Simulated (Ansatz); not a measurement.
Geometry optimisation, Ansatz 0.2.0, RKS PBE-D4/def2-SVP.

Input:

```yaml
crystal:
  periodic: [false, false, false]
  atoms:
    - { symbol: B, position_ang: [0.257005, 2.0e-06, 0.148396] }
    - { symbol: H, position_ang: [0.398071, -1.0e-06, 1.325953] }
    - { symbol: H, position_ang: [1.347357, -1.0e-06, -0.318157] }
    - { symbol: H, position_ang: [-0.789934, -1.0e-06, -0.456092] }
basis:
  gaussian: { orbitals: def2-SVP }
hamiltonian:
  xc: pbe
  dispersion: d4
relax:
  f_tol: 0.03
  max_steps: 50
```

Run as:

```bash
$ ansatz run input.yaml --threads 1 --pin off --max-ram 2048MiB --backend cpu --events-out ev --progress --plain --runs-dir out
```

Q: Where does it end, and by what steps?

A: The forces met the threshold. After 2 steps the energy has fallen by 0.117 eV; H2 moved furthest, 0.11 Å.

```
step  energy less start (eV)  largest force component (eV/Å)  accepted
   0                  0.0000                           0.944       yes
   1                 -0.1126                           0.258       yes
   2                 -0.1167                           0.027       yes
```

```xyz
4
Properties=species:S:1:pos:R:3
B 0.303 0.000 0.175
H 0.303 0.000 1.390
H 1.356 0.000 -0.432
H -0.750 0.000 -0.433
```

Run time: 0.77 s on 1 thread of Intel(R) Xeon(R) Platinum 8488C (Sapphire Rapids), on a shared host, peak memory 0.099 GiB.
